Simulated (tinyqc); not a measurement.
UKS/B3LYP (VWN-RPA form) in the sto-3g basis, for BH2, spin multiplicity 2, step by step (part 1 of 2). This run ends on a higher stationary point, not on the lowest solution. Computed by tinyqc, a small Python program that keeps every step (integrals from PySCF). Settings: charge = 0, multiplicity = 2, basis = sto-3g, energy threshold = 1e-09, iteration cap = 86, orthogonalisation = symmetric, start = Wolfsberg-Helmholz matrix, DIIS depth = 0, method = UKS, functional = b3lyp, grid = [40, 26]. Command: `OMP_NUM_THREADS=1 python tinyqc.py 23513 23514 out.jsonl` (the two numbers bound the seeds that draw the settings). One thread of a shared host (Intel(R) Xeon(R) Processor @ 2.60GHz), about 5 s of CPU time with the checks. Later iterations appear only in the table of the cycle.

## One-electron integrals

Geometry (angstrom):
```
atom,x,y,z
B,0.0000,0.0000,0.0000
H,0.0000,1.3820,0.4540
H,0.0000,-1.3820,0.4540
```

Basis sto-3g: exponents (1/bohr^2) and contraction coefficients of normalised primitives:
```
element,l (shell),exponent,coefficient
B,s (1),48.7911,0.1543
B,s (1),8.8874,0.5353
B,s (1),2.4053,0.4446
B,s (2),2.2370,-0.1000
B,s (2),0.5198,0.3995
B,s (2),0.1691,0.7001
B,p (3),2.2370,0.1559
B,p (3),0.5198,0.6077
B,p (3),0.1691,0.3920
H,s (1),3.4253,0.1543
H,s (1),0.6239,0.5353
H,s (1),0.1689,0.4446
```

Overlap, kinetic and nuclear-attraction integrals over the contracted functions; the nuclear repulsion is the sum of Za Zb / Rab.

nuclear repulsion = 3.829257 hartree

overlap S:
```
,1B 1s,1B 2s,1B 2px,1B 2py,1B 2pz,2H 1s,3H 1s
1B 1s,1.0000,0.2693,0.0000,0.0000,0.0000,0.0367,0.0367
1B 2s,0.2693,1.0000,0.0000,0.0000,0.0000,0.3491,0.3491
1B 2px,0.0000,0.0000,1.0000,0.0000,0.0000,0.0000,0.0000
1B 2py,0.0000,0.0000,0.0000,1.0000,0.0000,0.3716,-0.3716
1B 2pz,0.0000,0.0000,0.0000,0.0000,1.0000,0.1221,0.1221
2H 1s,0.0367,0.3491,0.0000,0.3716,0.1221,1.0000,0.0297
3H 1s,0.0367,0.3491,0.0000,-0.3716,0.1221,0.0297,1.0000
```

kinetic energy T (hartree):
```
,1B 1s,1B 2s,1B 2px,1B 2py,1B 2pz,2H 1s,3H 1s
1B 1s,10.8263,-0.0480,0.0000,0.0000,0.0000,-0.0107,-0.0107
1B 2s,-0.0480,0.3592,0.0000,0.0000,0.0000,0.0362,0.0362
1B 2px,0.0000,0.0000,1.1239,0.0000,0.0000,0.0000,0.0000
1B 2py,0.0000,0.0000,0.0000,1.1239,0.0000,0.1130,-0.1130
1B 2pz,0.0000,0.0000,0.0000,0.0000,1.1239,0.0371,0.0371
2H 1s,-0.0107,0.0362,0.0000,0.1130,0.0371,0.7600,-0.0087
3H 1s,-0.0107,0.0362,0.0000,-0.1130,0.0371,-0.0087,0.7600
```

nuclear attraction V (hartree):
```
,1B 1s,1B 2s,1B 2px,1B 2py,1B 2pz,2H 1s,3H 1s
1B 1s,-23.8749,-3.3353,0.0000,0.0000,-0.0078,-0.4556,-0.4556
1B 2s,-3.3353,-4.4903,0.0000,0.0000,-0.0744,-1.2884,-1.2884
1B 2px,0.0000,0.0000,-4.4056,0.0000,0.0000,0.0000,0.0000
1B 2py,0.0000,0.0000,0.0000,-4.5517,0.0000,-1.2855,1.2855
1B 2pz,-0.0078,-0.0744,0.0000,0.0000,-4.4214,-0.4310,-0.4310
2H 1s,-0.4556,-1.2884,0.0000,-1.2855,-0.4310,-3.2280,-0.1125
3H 1s,-0.4556,-1.2884,0.0000,1.2855,-0.4310,-0.1125,-3.2280
```

core Hamiltonian H = T + V (hartree):
```
,1B 1s,1B 2s,1B 2px,1B 2py,1B 2pz,2H 1s,3H 1s
1B 1s,-13.0486,-3.3833,0.0000,0.0000,-0.0078,-0.4663,-0.4663
1B 2s,-3.3833,-4.1311,0.0000,0.0000,-0.0744,-1.2523,-1.2523
1B 2px,0.0000,0.0000,-3.2817,0.0000,0.0000,0.0000,0.0000
1B 2py,0.0000,0.0000,0.0000,-3.4278,0.0000,-1.1725,1.1725
1B 2pz,-0.0078,-0.0744,0.0000,0.0000,-3.2975,-0.3938,-0.3938
2H 1s,-0.4663,-1.2523,0.0000,-1.1725,-0.3938,-2.4680,-0.1211
3H 1s,-0.4663,-1.2523,0.0000,1.1725,-0.3938,-0.1211,-2.4680
```

## Two-electron integrals

Functions are numbered as in S; the eight-fold symmetry (ij|kl) = (ji|kl) = (kl|ij) leaves the list below.

Two-electron integrals (ij|kl) in chemists' order, unique and non-zero (hartree):
```
i,j,k,l,(ij|kl)
1,1,1,1,2.9235
2,1,1,1,0.5184
2,1,2,1,0.1093
2,2,1,1,0.7442
2,2,2,1,0.1932
2,2,2,2,0.5448
3,1,3,1,0.0203
3,2,3,1,0.0300
3,2,3,2,0.1203
3,3,1,1,0.7425
3,3,2,1,0.1932
3,3,2,2,0.5447
3,3,3,3,0.5868
4,1,4,1,0.0203
4,2,4,1,0.0300
4,2,4,2,0.1203
4,3,4,3,0.0316
4,4,1,1,0.7425
4,4,2,1,0.1932
4,4,2,2,0.5447
4,4,3,3,0.5235
4,4,4,4,0.5868
5,1,5,1,0.0203
5,2,5,1,0.0300
5,2,5,2,0.1203
5,3,5,3,0.0316
5,4,5,4,0.0316
5,5,1,1,0.7425
5,5,2,1,0.1932
5,5,2,2,0.5447
5,5,3,3,0.5235
5,5,4,4,0.5235
5,5,5,5,0.5868
6,1,1,1,0.0702
6,1,2,1,0.0147
6,1,2,2,0.0262
6,1,3,3,0.0261
6,1,4,1,0.0010
6,1,4,2,0.0018
6,1,4,4,0.0264
6,1,5,1,3.23e-04
6,1,5,2,0.0006
6,1,5,4,1.09e-04
6,1,5,5,0.0261
6,1,6,1,0.0020
6,2,1,1,0.1901
6,2,2,1,0.0502
6,2,2,2,0.1586
6,2,3,3,0.1539
6,2,4,1,0.0052
6,2,4,2,0.0334
6,2,4,4,0.1666
6,2,5,1,0.0017
6,2,5,2,0.0110
6,2,5,4,0.0041
6,2,5,5,0.1553
6,2,6,1,0.0072
6,2,6,2,0.0674
6,3,3,1,0.0047
6,3,3,2,0.0228
6,3,4,3,0.0060
6,3,5,3,0.0020
6,3,6,3,0.0068
6,4,1,1,0.1774
6,4,2,1,0.0475
6,4,2,2,0.1581
6,4,3,3,0.1498
6,4,4,1,0.0089
6,4,4,2,0.0528
6,4,4,4,0.1732
6,4,5,1,0.0014
6,4,5,2,0.0098
6,4,5,4,0.0057
6,4,5,5,0.1511
6,4,6,1,0.0071
6,4,6,2,0.0783
6,4,6,4,0.0959
6,5,1,1,0.0583
6,5,2,1,0.0156
6,5,2,2,0.0519
6,5,3,3,0.0492
6,5,4,1,0.0014
6,5,4,2,0.0098
6,5,4,4,0.0529
6,5,5,1,0.0052
6,5,5,2,0.0260
6,5,5,4,0.0072
6,5,5,5,0.0536
6,5,6,1,0.0023
6,5,6,2,0.0257
6,5,6,4,0.0293
6,5,6,5,0.0165
6,6,1,1,0.3618
6,6,2,1,0.0973
6,6,2,2,0.3489
6,6,3,3,0.3291
6,6,4,1,0.0113
6,6,4,2,0.0982
6,6,4,4,0.3822
6,6,5,1,0.0037
6,6,5,2,0.0323
6,6,5,4,0.0174
6,6,5,5,0.3349
6,6,6,1,0.0142
6,6,6,2,0.1971
6,6,6,4,0.2474
6,6,6,5,0.0813
6,6,6,6,0.7746
7,1,1,1,0.0702
7,1,2,1,0.0147
7,1,2,2,0.0262
7,1,3,3,0.0261
7,1,4,1,-0.0010
7,1,4,2,-0.0018
7,1,4,4,0.0264
7,1,5,1,3.23e-04
7,1,5,2,0.0006
7,1,5,4,-1.09e-04
7,1,5,5,0.0261
7,1,6,1,0.0019
7,1,6,2,0.0065
7,1,6,4,0.0059
7,1,6,5,0.0021
7,1,6,6,0.0126
7,1,7,1,0.0020
7,2,1,1,0.1901
7,2,2,1,0.0502
7,2,2,2,0.1586
7,2,3,3,0.1539
7,2,4,1,-0.0052
7,2,4,2,-0.0334
7,2,4,4,0.1666
7,2,5,1,0.0017
7,2,5,2,0.0110
7,2,5,4,-0.0041
7,2,5,5,0.1553
7,2,6,1,0.0065
7,2,6,2,0.0397
7,2,6,4,0.0355
7,2,6,5,0.0148
7,2,6,6,0.0855
7,2,7,1,0.0072
7,2,7,2,0.0674
7,3,3,1,0.0047
7,3,3,2,0.0228
7,3,4,3,-0.0060
7,3,5,3,0.0020
7,3,6,3,0.0035
7,3,7,3,0.0068
7,4,1,1,-0.1774
7,4,2,1,-0.0475
7,4,2,2,-0.1581
7,4,3,3,-0.1498
7,4,4,1,0.0089
7,4,4,2,0.0528
7,4,4,4,-0.1732
7,4,5,1,-0.0014
7,4,5,2,-0.0098
7,4,5,4,0.0057
7,4,5,5,-0.1511
7,4,6,1,-0.0059
7,4,6,2,-0.0355
7,4,6,4,-0.0295
7,4,6,5,-0.0131
7,4,6,6,-0.0755
7,4,7,1,-0.0071
7,4,7,2,-0.0783
7,4,7,4,0.0959
7,5,1,1,0.0583
7,5,2,1,0.0156
7,5,2,2,0.0519
7,5,3,3,0.0492
7,5,4,1,-0.0014
7,5,4,2,-0.0098
7,5,4,4,0.0529
7,5,5,1,0.0052
7,5,5,2,0.0260
7,5,5,4,-0.0072
7,5,5,5,0.0536
7,5,6,1,0.0021
7,5,6,2,0.0148
7,5,6,4,0.0131
7,5,6,5,0.0089
7,5,6,6,0.0330
7,5,7,1,0.0023
7,5,7,2,0.0257
7,5,7,4,-0.0293
7,5,7,5,0.0165
7,6,1,1,0.0173
7,6,2,1,0.0045
7,6,2,2,0.0140
7,6,3,3,0.0137
7,6,4,4,0.0143
7,6,5,1,2.92e-04
7,6,5,2,0.0018
7,6,5,5,0.0141
7,6,6,1,0.0006
7,6,6,2,0.0046
7,6,6,4,0.0047
7,6,6,5,0.0019
7,6,6,6,0.0114
7,6,7,1,0.0006
7,6,7,2,0.0046
7,6,7,4,-0.0047
7,6,7,5,0.0019
7,6,7,6,4.14e-04
7,7,1,1,0.3618
7,7,2,1,0.0973
7,7,2,2,0.3489
7,7,3,3,0.3291
7,7,4,1,-0.0113
7,7,4,2,-0.0982
7,7,4,4,0.3822
7,7,5,1,0.0037
7,7,5,2,0.0323
7,7,5,4,-0.0174
7,7,5,5,0.3349
7,7,6,1,0.0126
7,7,6,2,0.0855
7,7,6,4,0.0755
7,7,6,5,0.0330
7,7,6,6,0.1914
7,7,7,1,0.0142
7,7,7,2,0.1971
7,7,7,4,-0.2474
7,7,7,5,0.0813
7,7,7,6,0.0114
7,7,7,7,0.7746
```

## Orthogonalisation

S = U s U^T; symmetric (Loewdin) form X = U s^(-1/2) U^T, so that X^T S X = 1.

eigenvalues of S: 0.4484  0.4595  0.9006  1.0000  1.0639  1.5108  1.6167

X:
```
,1B 1s,1B 2s,1B 2px,1B 2py,1B 2pz,2H 1s,3H 1s
1B 1s,1.0310,-0.1564,0.0000,0.0000,-0.0051,0.0228,0.0228
1B 2s,-0.1564,1.1482,0.0000,0.0000,0.0404,-0.2134,-0.2134
1B 2px,0.0000,0.0000,1.0000,0.0000,0.0000,0.0000,0.0000
1B 2py,0.0000,0.0000,0.0000,1.1351,0.0000,-0.2338,0.2338
1B 2pz,-0.0051,0.0404,0.0000,0.0000,1.0137,-0.0726,-0.0726
2H 1s,0.0228,-0.2134,0.0000,-0.2338,-0.0726,1.1320,-0.0218
3H 1s,0.0228,-0.2134,0.0000,0.2338,-0.0726,-0.0218,1.1320
```

## Starting guess

The start is the generalised Wolfsberg-Helmholz matrix (K = 1.75) built on H; D(s) = C_occ C_occ^T for each spin.

D(alpha) at the start:
```
,1B 1s,1B 2s,1B 2px,1B 2py,1B 2pz,2H 1s,3H 1s
1B 1s,1.0204,-0.0898,0.0000,0.0000,-0.0537,-0.0920,-0.0920
1B 2s,-0.0898,0.4254,0.0000,0.0000,0.1544,0.2129,0.2129
1B 2px,0.0000,0.0000,1.0000,0.0000,0.0000,0.0000,0.0000
1B 2py,0.0000,0.0000,0.0000,0.5483,0.0000,0.2044,-0.2044
1B 2pz,-0.0537,0.1544,0.0000,0.0000,0.0565,0.0783,0.0783
2H 1s,-0.0920,0.2129,0.0000,0.2044,0.0783,0.1850,0.0326
3H 1s,-0.0920,0.2129,0.0000,-0.2044,0.0783,0.0326,0.1850
```

D(beta) at the start:
```
,1B 1s,1B 2s,1B 2px,1B 2py,1B 2pz,2H 1s,3H 1s
1B 1s,1.0204,-0.0898,0.0000,0.0000,-0.0537,-0.0920,-0.0920
1B 2s,-0.0898,0.4254,0.0000,0.0000,0.1544,0.2129,0.2129
1B 2px,0.0000,0.0000,0.0000,0.0000,0.0000,0.0000,0.0000
1B 2py,0.0000,0.0000,0.0000,0.5483,0.0000,0.2044,-0.2044
1B 2pz,-0.0537,0.1544,0.0000,0.0000,0.0565,0.0783,0.0783
2H 1s,-0.0920,0.2129,0.0000,0.2044,0.0783,0.1850,0.0326
3H 1s,-0.0920,0.2129,0.0000,-0.2044,0.0783,0.0326,0.1850
```

## Iteration 1: exchange-correlation on the grid

Becke grid with 40 radial and 26 angular points per atom, points of zero weight dropped. rho = sum D_ij phi_i phi_j; V_xc,ij = sum w v_xc phi_i phi_j plus the gradient terms; v_xc is d(rho eps)/d rho(s) for spin s at fixed gradient. Exact exchange is left to K.

The 16 grid points with the largest w rho, of 3116 (bohr, atomic units):
```
x,y,z,w,rho(alpha),rho(beta),eps_xc,v_xc(alpha)
0.0000,1.4046,0.0000,0.2197,0.0729,0.0729,-0.3595,-0.4595
0.0000,-1.4046,0.0000,0.2197,0.0729,0.0729,-0.3595,-0.4595
0.0000,1.6313,0.0000,0.2568,0.0610,0.0610,-0.3412,-0.4338
0.0000,-1.6313,0.0000,0.2568,0.0610,0.0610,-0.3412,-0.4338
0.0000,1.2010,0.0000,0.1588,0.0856,0.0856,-0.3773,-0.4836
0.0000,-1.2010,0.0000,0.1588,0.0856,0.0856,-0.3773,-0.4836
1.6313,0.0000,0.0000,0.3805,0.0579,0.0086,-0.3129,-0.3852
-1.6313,0.0000,0.0000,0.3805,0.0579,0.0086,-0.3129,-0.3852
1.4046,0.0000,0.0000,0.2536,0.0821,0.0125,-0.3433,-0.4371
-1.4046,0.0000,0.0000,0.2536,0.0821,0.0125,-0.3433,-0.4371
1.8831,0.0000,0.0000,0.5618,0.0367,0.0054,-0.2795,-0.3267
-1.8831,0.0000,0.0000,0.5618,0.0367,0.0054,-0.2795,-0.3267
1.1535,1.1535,0.0000,0.2897,0.0528,0.0282,-0.3145,-0.3948
1.1535,-1.1535,0.0000,0.2897,0.0528,0.0282,-0.3145,-0.3948
-1.1535,-1.1535,0.0000,0.2897,0.0528,0.0282,-0.3145,-0.3948
-1.1535,1.1535,0.0000,0.2897,0.0528,0.0282,-0.3145,-0.3948
```

electrons on the grid, sum of w rho = 6.9984

E_xc = sum of w rho eps_xc = -3.876278 hartree

V_xc(alpha) (hartree):
```
,1B 1s,1B 2s,1B 2px,1B 2py,1B 2pz,2H 1s,3H 1s
1B 1s,-1.5380,-0.2418,0.0000,0.0000,-0.0036,-0.0331,-0.0331
1B 2s,-0.2418,-0.3923,0.0000,0.0000,-0.0347,-0.1237,-0.1237
1B 2px,0.0000,0.0000,-0.4113,0.0000,0.0000,0.0000,0.0000
1B 2py,0.0000,0.0000,0.0000,-0.4174,0.0000,-0.1300,0.1300
1B 2pz,-0.0036,-0.0347,0.0000,0.0000,-0.3403,-0.0458,-0.0458
2H 1s,-0.0331,-0.1237,0.0000,-0.1300,-0.0458,-0.3386,-0.0105
3H 1s,-0.0331,-0.1237,0.0000,0.1300,-0.0458,-0.0105,-0.3386
```

V_xc(beta) (hartree):
```
,1B 1s,1B 2s,1B 2px,1B 2py,1B 2pz,2H 1s,3H 1s
1B 1s,-1.5300,-0.2353,0.0000,0.0000,-0.0035,-0.0324,-0.0324
1B 2s,-0.2353,-0.3572,0.0000,0.0000,-0.0370,-0.1187,-0.1187
1B 2px,0.0000,0.0000,-0.3355,0.0000,0.0000,0.0000,0.0000
1B 2py,0.0000,0.0000,0.0000,-0.4036,0.0000,-0.1283,0.1283
1B 2pz,-0.0035,-0.0370,0.0000,0.0000,-0.3249,-0.0455,-0.0455
2H 1s,-0.0324,-0.1187,0.0000,-0.1283,-0.0455,-0.3378,-0.0099
3H 1s,-0.0324,-0.1187,0.0000,0.1283,-0.0455,-0.0099,-0.3378
```

## Iteration 1: building the Kohn-Sham matrix

J_ij = sum D_kl (ij|kl) with D = D(alpha) + D(beta), K_ij = sum D_kl (ik|jl) for each spin; F = H + J - 0.2 K(s) + V_xc; E = tr D H + tr D J / 2 - 0.1 sum_s tr D(s) K(s) + E_xc + E_nn.

Coulomb J (hartree):
```
,1B 1s,1B 2s,1B 2px,1B 2py,1B 2pz,2H 1s,3H 1s
1B 1s,8.9225,1.8446,0.0000,0.0000,0.0251,0.2508,0.2508
1B 2s,1.8446,3.9184,0.0000,0.0000,0.1427,1.1624,1.1624
1B 2px,0.0000,0.0000,3.8934,0.0000,0.0000,0.0000,0.0000
1B 2py,0.0000,0.0000,0.0000,4.0007,0.0000,1.1701,-1.1701
1B 2pz,0.0251,0.1427,0.0000,0.0000,3.8486,0.4038,0.4038
2H 1s,0.2508,1.1624,0.0000,1.1701,0.4038,2.6950,0.1024
3H 1s,0.2508,1.1624,0.0000,-1.1701,0.4038,0.1024,2.6950
```

exchange K(alpha) (hartree):
```
,1B 1s,1B 2s,1B 2px,1B 2py,1B 2pz,2H 1s,3H 1s
1B 1s,2.9575,0.5838,0.0000,0.0000,-0.0039,0.0797,0.0797
1B 2s,0.5838,0.6766,0.0000,0.0000,0.1589,0.3020,0.3020
1B 2px,0.0000,0.0000,0.6984,0.0000,0.0000,0.0000,0.0000
1B 2py,0.0000,0.0000,0.0000,0.6403,0.0000,0.2930,-0.2930
1B 2pz,-0.0039,0.1589,0.0000,0.0000,0.1983,0.1071,0.1071
2H 1s,0.0797,0.3020,0.0000,0.2930,0.1071,0.4371,0.0328
3H 1s,0.0797,0.3020,0.0000,-0.2930,0.1071,0.0328,0.4371
```

exchange K(beta) (hartree):
```
,1B 1s,1B 2s,1B 2px,1B 2py,1B 2pz,2H 1s,3H 1s
1B 1s,2.9372,0.5538,0.0000,0.0000,-0.0039,0.0750,0.0750
1B 2s,0.5538,0.5563,0.0000,0.0000,0.1589,0.2792,0.2792
1B 2px,0.0000,0.0000,0.1116,0.0000,0.0000,0.0000,0.0000
1B 2py,0.0000,0.0000,0.0000,0.6086,0.0000,0.2870,-0.2870
1B 2pz,-0.0039,0.1589,0.0000,0.0000,0.1666,0.1051,0.1051
2H 1s,0.0750,0.2792,0.0000,0.2870,0.1051,0.4302,0.0293
3H 1s,0.0750,0.2792,0.0000,-0.2870,0.1051,0.0293,0.4302
```

F(alpha) (hartree):
```
,1B 1s,1B 2s,1B 2px,1B 2py,1B 2pz,2H 1s,3H 1s
1B 1s,-6.2557,-1.8973,0.0000,0.0000,0.0145,-0.2646,-0.2646
1B 2s,-1.8973,-0.7403,0.0000,0.0000,0.0019,-0.2740,-0.2740
1B 2px,0.0000,0.0000,0.0607,0.0000,0.0000,0.0000,0.0000
1B 2py,0.0000,0.0000,0.0000,0.0274,0.0000,-0.1910,0.1910
1B 2pz,0.0145,0.0019,0.0000,0.0000,0.1712,-0.0573,-0.0573
2H 1s,-0.2646,-0.2740,0.0000,-0.1910,-0.0573,-0.1991,-0.0358
3H 1s,-0.2646,-0.2740,0.0000,0.1910,-0.0573,-0.0358,-0.1991
```

F(beta) (hartree):
```
,1B 1s,1B 2s,1B 2px,1B 2py,1B 2pz,2H 1s,3H 1s
1B 1s,-6.2436,-1.8847,0.0000,0.0000,0.0146,-0.2629,-0.2629
1B 2s,-1.8847,-0.6811,0.0000,0.0000,-0.0005,-0.2644,-0.2644
1B 2px,0.0000,0.0000,0.2539,0.0000,0.0000,0.0000,0.0000
1B 2py,0.0000,0.0000,0.0000,0.0475,0.0000,-0.1881,0.1881
1B 2pz,0.0146,-0.0005,0.0000,0.0000,0.1929,-0.0565,-0.0565
2H 1s,-0.2629,-0.2644,0.0000,-0.1881,-0.0565,-0.1969,-0.0346
3H 1s,-0.2629,-0.2644,0.0000,0.1881,-0.0565,-0.0346,-0.1969
```

total energy of this density = -25.319486 hartree

## Iteration 1: diagonalisation and new density

Diagonalise F' = X^T F X, C = X C', fill 4 alpha and 3 beta electrons from the bottom; D(s) = C_occ C_occ^T. Each column has its largest component positive (the first on a tie).

F' = X^T F X (alpha) (hartree):
```
,1,2,3,4,5,6,7
1,-6.0767,-1.0622,0.0000,0.0000,0.0023,-0.0070,-0.0070
2,-1.0622,-0.2336,0.0000,0.0000,0.0523,-0.1841,-0.1841
3,0.0000,0.0000,0.0607,0.0000,0.0000,0.0000,0.0000
4,0.0000,0.0000,0.0000,0.2202,0.0000,-0.2342,0.2342
5,0.0023,0.0523,0.0000,0.0000,0.1925,-0.0739,-0.0739
6,-0.0070,-0.1841,0.0000,-0.2342,-0.0739,-0.0408,-0.0326
7,-0.0070,-0.1841,0.0000,0.2342,-0.0739,-0.0326,-0.0408
```

orbital energies (alpha) (hartree): MO1 -6.2643, MO2 -0.3182, MO3 -0.2444, MO4 0.0607, MO5 0.0869, MO6 0.3044, MO7 0.4563

coefficients C (alpha):
```
,MO1,MO2,MO3,MO4,MO5,MO6,MO7
1B 1s,0.9883,-0.2074,0.0000,0.0000,-0.1950,-0.1749,0.0000
1B 2s,0.0428,0.5609,0.0000,0.0000,0.7537,0.7423,0.0000
1B 2px,0.0000,0.0000,0.0000,1.0000,0.0000,0.0000,0.0000
1B 2py,0.0000,0.0000,0.3896,0.0000,0.0000,0.0000,1.1162
1B 2pz,-0.0006,0.0361,0.0000,0.0000,-0.6454,0.7887,0.0000
2H 1s,-0.0076,0.4267,0.5285,0.0000,-0.4111,-0.5626,-0.6640
3H 1s,-0.0076,0.4267,-0.5285,0.0000,-0.4111,-0.5626,0.6640
```

F' = X^T F X (beta) (hartree):
```
,1,2,3,4,5,6,7
1,-6.0663,-1.0593,0.0000,0.0000,0.0027,-0.0073,-0.0073
2,-1.0593,-0.1687,0.0000,0.0000,0.0512,-0.1859,-0.1859
3,0.0000,0.0000,0.2539,0.0000,0.0000,0.0000,0.0000
4,0.0000,0.0000,0.0000,0.2433,0.0000,-0.2358,0.2358
5,0.0027,0.0512,0.0000,0.0000,0.2145,-0.0742,-0.0742
6,-0.0073,-0.1859,0.0000,-0.2358,-0.0742,-0.0404,-0.0326
7,-0.0073,-0.1859,0.0000,0.2358,-0.0742,-0.0326,-0.0404
```

orbital energies (beta) (hartree): MO1 -6.2513, MO2 -0.2940, MO3 -0.2386, MO4 0.1203, MO5 0.2539, MO6 0.3316, MO7 0.4740

coefficients C (beta):
```
,MO1,MO2,MO3,MO4,MO5,MO6,MO7
1B 1s,0.9890,-0.1897,0.0000,-0.1976,0.0000,-0.1879,0.0000
1B 2s,0.0406,0.4954,0.0000,0.7529,0.0000,0.7884,0.0000
1B 2px,0.0000,0.0000,0.0000,0.0000,1.0000,0.0000,0.0000
1B 2py,0.0000,0.0000,0.3740,0.0000,0.0000,0.0000,1.1215
1B 2pz,-0.0007,0.0457,0.0000,-0.6727,0.0000,0.7649,0.0000
2H 1s,-0.0071,0.4660,0.5378,-0.3658,0.0000,-0.5626,-0.6565
3H 1s,-0.0071,0.4660,-0.5378,-0.3658,0.0000,-0.5626,0.6565
```

D(alpha) after iteration 1:
```
,1B 1s,1B 2s,1B 2px,1B 2py,1B 2pz,2H 1s,3H 1s
1B 1s,1.0198,-0.0740,0.0000,0.0000,-0.0081,-0.0960,-0.0960
1B 2s,-0.0740,0.3165,0.0000,0.0000,0.0203,0.2390,0.2390
1B 2px,0.0000,0.0000,1.0000,0.0000,0.0000,0.0000,0.0000
1B 2py,0.0000,0.0000,0.0000,0.1518,0.0000,0.2059,-0.2059
1B 2pz,-0.0081,0.0203,0.0000,0.0000,0.0013,0.0154,0.0154
2H 1s,-0.0960,0.2390,0.0000,0.2059,0.0154,0.4615,-0.0972
3H 1s,-0.0960,0.2390,0.0000,-0.2059,0.0154,-0.0972,0.4615
```

D(beta) after iteration 1:
```
,1B 1s,1B 2s,1B 2px,1B 2py,1B 2pz,2H 1s,3H 1s
1B 1s,1.0141,-0.0539,0.0000,0.0000,-0.0093,-0.0954,-0.0954
1B 2s,-0.0539,0.2471,0.0000,0.0000,0.0226,0.2306,0.2306
1B 2px,0.0000,0.0000,0.0000,0.0000,0.0000,0.0000,0.0000
1B 2py,0.0000,0.0000,0.0000,0.1399,0.0000,0.2011,-0.2011
1B 2pz,-0.0093,0.0226,0.0000,0.0000,0.0021,0.0213,0.0213
2H 1s,-0.0954,0.2306,0.0000,0.2011,0.0213,0.5064,-0.0720
3H 1s,-0.0954,0.2306,0.0000,-0.2011,0.0213,-0.0720,0.5064
```

## Iteration 2: exchange-correlation on the grid

As before.

The 16 grid points with the largest w rho, of 3116 (bohr, atomic units):
```
x,y,z,w,rho(alpha),rho(beta),eps_xc,v_xc(alpha)
0.0000,-1.6313,0.0000,0.2568,0.0474,0.0462,-0.3138,-0.4016
0.0000,1.6313,0.0000,0.2568,0.0474,0.0462,-0.3138,-0.4016
1.6313,0.0000,0.0000,0.3805,0.0564,0.0060,-0.3098,-0.3790
-1.6313,0.0000,0.0000,0.3805,0.0564,0.0060,-0.3098,-0.3790
1.4046,0.0000,0.0000,0.2536,0.0799,0.0086,-0.3396,-0.4301
-1.4046,0.0000,0.0000,0.2536,0.0799,0.0086,-0.3396,-0.4301
1.8831,0.0000,0.0000,0.5618,0.0358,0.0038,-0.2771,-0.3211
-1.8831,0.0000,0.0000,0.5618,0.0358,0.0038,-0.2771,-0.3211
0.0000,-1.8831,0.0000,0.2213,0.0481,0.0480,-0.3195,-0.4011
0.0000,1.8831,0.0000,0.2213,0.0481,0.0480,-0.3195,-0.4011
0.0000,-1.4046,0.0000,0.2197,0.0480,0.0457,-0.3121,-0.4043
0.0000,1.4046,0.0000,0.2197,0.0480,0.0457,-0.3121,-0.4043
1.2010,0.0000,0.0000,0.1661,0.1054,0.0114,-0.3674,-0.4740
-1.2010,0.0000,0.0000,0.1661,0.1054,0.0114,-0.3674,-0.4740
2.1617,0.0000,0.0000,0.8182,0.0201,0.0022,-0.2416,-0.2620
-2.1617,0.0000,0.0000,0.8182,0.0201,0.0022,-0.2416,-0.2620
```

electrons on the grid, sum of w rho = 6.9977

E_xc = sum of w rho eps_xc = -3.851625 hartree

V_xc(alpha) (hartree):
```
,1B 1s,1B 2s,1B 2px,1B 2py,1B 2pz,2H 1s,3H 1s
1B 1s,-1.5321,-0.2359,0.0000,0.0000,-0.0009,-0.0321,-0.0321
1B 2s,-0.2359,-0.3672,0.0000,0.0000,-0.0175,-0.1223,-0.1223
1B 2px,0.0000,0.0000,-0.3969,0.0000,0.0000,0.0000,0.0000
1B 2py,0.0000,0.0000,0.0000,-0.3804,0.0000,-0.1323,0.1323
1B 2pz,-0.0009,-0.0175,0.0000,0.0000,-0.3168,-0.0443,-0.0443
2H 1s,-0.0321,-0.1223,0.0000,-0.1323,-0.0443,-0.3854,-0.0099
3H 1s,-0.0321,-0.1223,0.0000,0.1323,-0.0443,-0.0099,-0.3854
```

V_xc(beta) (hartree):
```
,1B 1s,1B 2s,1B 2px,1B 2py,1B 2pz,2H 1s,3H 1s
1B 1s,-1.5230,-0.2293,0.0000,0.0000,-0.0009,-0.0314,-0.0314
1B 2s,-0.2293,-0.3258,0.0000,0.0000,-0.0194,-0.1170,-0.1170
1B 2px,0.0000,0.0000,-0.3095,0.0000,0.0000,0.0000,0.0000
1B 2py,0.0000,0.0000,0.0000,-0.3637,0.0000,-0.1313,0.1313
1B 2pz,-0.0009,-0.0194,0.0000,0.0000,-0.2976,-0.0442,-0.0442
2H 1s,-0.0314,-0.1170,0.0000,-0.1313,-0.0442,-0.3895,-0.0093
3H 1s,-0.0314,-0.1170,0.0000,0.1313,-0.0442,-0.0093,-0.3895
```
